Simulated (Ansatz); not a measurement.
**BPH₃+ (triplet): the correlation ladder, cc-pVDZ**

One table from this session's results is given with a row withheld; the runs are named, their logs left out.

Method: cc-pVDZ, core rule «outside noble gas», up to 6 orbitals frozen; program: Ansatz 0.2.0, Gaussian basis.

The runs, in order: UHF; CCSD(T) on ROHF; CCSD(T) on UHF; BCCD(T) on ROHF; CISD; CCSDT(Q) on ROHF; CCSDT(Q) on UHF.

17 further runs of the same task are left out: 10 that didn't finish, 7 set aside as unsound or not needed.

## The geometry

The geometry is a PBE0/def2-TZVP stationary point (not a proven minimum) of the parent state, kept for this charge and spin.

5 atoms, charge 1, spin multiplicity 3.

Atoms are counted from 1 here; the program's logs count them from 0.

Bond lengths: B1–P2 1.817 Å, B1–H3 1.187 Å, P2–H4 1.416 Å, P2–H5 1.410 Å. Angles: P2–B1–H3 136.1°, B1–P2–H4 108.9°, B1–P2–H5 105.9°, H4–P2–H5 100.2°.

The first run:

in.yaml reads:

```yaml
crystal:
  periodic: [false, false, false]
  atoms:
    - {symbol: B, position_ang: [0.099987, 0.159970, 1.324829]}
    - {symbol: P, position_ang: [-0.079971, -0.033477, -0.473099]}
    - {symbol: H, position_ang: [0.033993, -0.552065, 2.271946]}
    - {symbol: H, position_ang: [0.685590, -1.148850, -0.892407]}
    - {symbol: H, position_ang: [0.665456, 1.013847, -1.051220]}
basis:
  gaussian: {orbitals: cc-pVDZ}
total_charge: 1
magnetization: {spin_polarized: true, initial_magnetization: 2}
hamiltonian: {xc: hf}
output: {orbitals: {seedname: orbitals}}
```

Run with:

```
$ ansatz run in.yaml --threads 1 --pin off --events-out ev --progress --plain --max-ram 2393MiB
```

Among the steps run: UHF; CCSD(T) on ROHF; CCSD(T) on UHF; BCCD(T) on ROHF; CISD; CCSDT(Q) on ROHF; CCSDT(Q) on UHF.

One table of the session follows, with a row left open; its other results are not shown here.

```
   method  from UCCSDT(Q) (meV)
     ROHF               +5425.4
      UHF               +5307.1
     RMP2               +1196.9
     UMP2               +1195.7
     CISD                +504.1
    RCCSD                +169.6
    UCCSD                +167.1
 RCCSD(T)                 +37.0
 UCCSD(T)                 +36.7
  BCCD(T)                 +36.3
   RCCSDT                  +5.6
   UCCSDT                  +5.0
RCCSDT(Q)                     ?
UCCSDT(Q)                     0
```

**Question.** Estimate the row for RCCSDT(Q).

**Answer.** from UCCSDT(Q) (meV): +0.7. In the column «from UCCSDT(Q) (meV)» it lies between UCCSDT(Q) (0) and UCCSDT (+5.0).

Limits of these values: Restricted and unrestricted rows rest on different reference determinants; where their highest levels disagree by more than a few hundredths of an eV, they describe different states and don't form one ladder.
